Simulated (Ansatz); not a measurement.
# BN (triplet): from Hartree-Fock to the top rungs, cc-pVTZ

Aim: climb from Hartree-Fock through coupled cluster and multireference methods for BN (triplet) at one geometry and basis, and see what each rung misses.

Method: cc-pVTZ, core rule «outside noble gas», up to 2 orbitals frozen; program: Ansatz 0.2.0, Gaussian basis.

Plan: UHF; CCSD(T) on ROHF; CCSD(T) on UHF; BCCD(T) on ROHF; CISD as a restricted active space (open shells left free, so some higher excitations enter); CCSDT(Q) on ROHF; CCSDT(Q) on UHF; CASSCF and MRCISD+Q, 8 electrons in 8 orbitals; CASSCF and MRCISD+Q(relaxed), 8 electrons in 8 orbitals; CASSCF and NEVPT2, 8 electrons in 8 orbitals.

15 further runs of the same task are left out: 5 that didn't finish, 10 set aside as unsound or not needed. Runs told in other sessions of the task aren't counted.

### Step 1. What is computed

The geometry is a PBE0/def2-TZVP stationary point (not a proven minimum).

2 atoms, charge 0, spin multiplicity 3.

Atoms are counted from 1 here; the program's logs count them from 0.

Bond lengths: B1–N2 1.315 Å.

### Step 2. UHF

The input, in.yaml:

```yaml
crystal:
  periodic: [false, false, false]
  atoms:
    - {symbol: B, position_ang: [0.000000, 0.000000, 0.000000]}
    - {symbol: N, position_ang: [0.000000, 0.000000, 1.315453]}
basis:
  gaussian: {orbitals: cc-pVTZ}
magnetization: {spin_polarized: true, initial_magnetization: 2}
hamiltonian: {xc: hf}
output: {orbitals: {seedname: orbitals}}
```

Started as:

```sh
$ ansatz run in.yaml --threads 1 --pin off --events-out ev --progress --plain --max-ram 2393MiB
```

After this run come: CCSD(T) on ROHF; CCSD(T) on UHF; BCCD(T) on ROHF; CISD as a restricted active space (open shells left free, so some higher excitations enter); CCSDT(Q) on ROHF; CCSDT(Q) on UHF; CASSCF and MRCISD+Q, 8 electrons in 8 orbitals; CASSCF and MRCISD+Q(relaxed), 8 electrons in 8 orbitals; CASSCF and NEVPT2, 8 electrons in 8 orbitals.

Before running them: what should the planned runs give, taken together? Wanted: UCCSDT(Q) from the RHF energy; RMP2 from UCCSDT(Q); UMP2 from UCCSDT(Q); RCCSD from UCCSDT(Q); RCCSD(T) from UCCSDT(Q); UCCSD(T) from UCCSDT(Q); RCCSDT(Q) from UCCSDT(Q); NEVPT2 valence from UCCSDT(Q); MRCISD+Q valence from UCCSDT(Q).

As calculated:

| quantity | value |
| --- | --- |
| UCCSDT(Q) from the ROHF energy | -7.0328 eV |
| RMP2 from UCCSDT(Q) | +861.7 meV |
| UMP2 from UCCSDT(Q) | +937.1 meV |
| RCCSD from UCCSDT(Q) | +415.4 meV |
| RCCSD(T) from UCCSDT(Q) | +65.9 meV |
| UCCSD(T) from UCCSDT(Q) | +70.8 meV |
| RCCSDT(Q) from UCCSDT(Q) | +8.9 meV |
| NEVPT2 valence from UCCSDT(Q) | +820.6 meV |
| MRCISD+Q valence from UCCSDT(Q) | +46.2 meV |
| MRCISD+Q(relaxed) valence from UCCSDT(Q) | +15.0 meV |
| levels within 1 kcal/mol (43 meV) | RCCSDT, UCCSDT, RCCSDT(Q), MRCISD+Q(relaxed) valence |
| T1 diagnostic | 0.037 |
| effectively unpaired electrons | 2.04 |

**Reading.** RCCSD(T) misses by +65.9 meV, 0.9 % of the correlation energy. One determinant dominates. Of the multireference levels listed MRCISD+Q(relaxed) valence comes nearest in total energy (+15.0 meV), which doesn't show that its space is the better one. These misses are within one basis, not against nature; the frozen cores of restricted and unrestricted runs differ, which can shift their rows.

With open shells the CI space here admits some higher excitations, so it is larger than plain CISD.
